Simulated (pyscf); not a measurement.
Single points on ωB97X-D3(BJ)/def2-SVP structures (PySCF, gas phase). Correlated levels are frozen-core, on RHF or UHF. ΔMP2 is the change of the MP2 total energy from the triple- to the quadruple-zeta basis.

Estimate the classical barrier height and the reaction energy of HO–B(OH)–F + HF → HO–B(F)–F + H₂O at CCSD/def2-TZVPP. The step runs on the singlet surface, breaks B–O, F–H and forms B–F, H–O; take the separated reactants as zero.

ΔE‡ = 0.85 eV, ΔE = -0.15 eV. CCSD(T)/def2-TZVPP + ΔMP2(QZVPP) gives 0.80 eV and -0.14 eV. Zero-point energy shifts the barrier by 0.00 eV. It is a four-centre exchange, with an imaginary mode of 1030i cm⁻¹. On the reactant side the descent ends in a complex, 0.23 eV under the separated species and 0.92 eV under the saddle at ωB97X-D3(BJ)/def2-TZVP. On the product side the descent ends in a complex, 0.24 eV under the separated species and 1.08 eV under the saddle at ωB97X-D3(BJ)/def2-TZVP. At ωB97X-D3(BJ)/def2-TZVP the barrier from the zero used here is 0.69 eV. This is the saddle that the search found; another between the same sides may lie lower. The CCSD(T) − MP2 part came from Ansatz, without density fitting, on the same reference.
